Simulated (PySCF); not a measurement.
Stick spectrum of a doublet radical in fast tumbling, microwave frequency 33.818 GHz, simulated to first order from computed parameters.

Lines, field (mT) (relative intensity): 1206.92 (1), 1207.58 (1), 1208.25 (1)

Task: Find the g value from the centre of the pattern.

Result: The pattern is symmetric about 1207.58 mT, so g = hν/(μB·B0) = 33818/(13.99624 × 1207.58) = 2.0009, a shift of -1.5 × 10⁻³ from the free-electron value.

Task: Take the pattern apart into splittings.

Result: The first two lines at either end are about 0.67 mT apart, which is the smallest coupling, and their intensity ratio 1:1 counts the nuclei that share it. In full: a 1:1:1 triplet of 0.67 mT (19 MHz), from 1 nucleus of spin 1. Check: Σ 2nI·a is the distance from the first to the last line, 1.34 mT.

Task: The radical has the formula CN. Propose a structure, and say which nuclei carry the couplings.

Result: cyano radical (`[C]#N`), numbered [C:1]#[N:2]. 0.67 mT: 14N at N2 (1 bond from C1; computed sign −). Largest spin populations (Mulliken): C1 (+0.85) and N2 (+0.15).

Computed, not measured: UKS B3LYP, IGLO-III on C N, non-relativistic, mean-field spin-orbit, GIAO in PySCF. Geometry: PBE0-D3(BJ)/def2-SVP; no solvent, vibrations or thermal averaging.

For comparison, experiment gives in magnitude: 13C C1 588.1 MHz (computed 587.4); 14N N2 12.6 MHz (computed 18.7) (Ar matrix; Shiozaki, Yanai, Hyperfine coupling constants from internally contracted multireference perturbation theory, arXiv:1606.08032). The computed 14N N2 coupling is 49 % too large in magnitude.

Rare isotopes and splittings under 0.04 mT were left out of the simulation.
